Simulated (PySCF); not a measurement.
Gas-phase reaction: 4 SiH3 + C4H8 (cis-2-butene) ⇌ 2 vinylsilane + 2 SiH4

Energies from PySCF, thermal terms from the rigid-rotor harmonic-oscillator model, ideal gas at 1 bar. S°(298 K) at PBE0/def2-TZVP differs from the NASA 1993 table for C4H8 (cis-2-butene) (-6 J/mol/K); whether the harmonic model or the table's entry is off was not settled. † marks an energy on the PBE0/def2-TZVP geometry and frequencies; other levels use their own. MP2 and CCSD(T) freeze the core. 6-31G* has spherical d functions here. Open shells (unrestricted): SiH3 (multiplicity 2); the rest are closed-shell singlets. B3LYP is the form with VWN-RPA correlation. MP2 isn't extrapolated to the basis-set limit; its ΔH°(298 K) is -474.3 kJ in def2-SVP and -518.8 kJ in def2-TZVPP. CCSD(T) isn't extrapolated to the basis-set limit. The harmonic model lacks anharmonicity and excited electronic states, which grow with temperature; levels with a mode under 35 cm⁻¹ are left out. Internal rotation in C4H8 (cis-2-butene), vinylsilane is treated as a harmonic vibration of one conformer, which makes the entropy rough.

```csv
level,"ΔE electronic, kJ","ΔH°(298 K), kJ","ΔS°(298 K), J/K","ΔG°(800 K), kJ"
B3LYP/6-31G*,-479,-477,-182,-333
B3LYP/def2-TZVP†,-503,-502,-182,-358
CCSD(T)/def2-SVP†,-481,-480,-182,-336
MP2/def2-TZVPP†,-520,-519,-182,-375
r2SCAN/def2-TZVP†,-467,-466,-182,-322
LDA/def2-TZVP†,-521,-521,-182,-377
```
ΔH° is lowest at LDA/def2-TZVP† and highest at r2SCAN/def2-TZVP†. No reference value is set beside these.
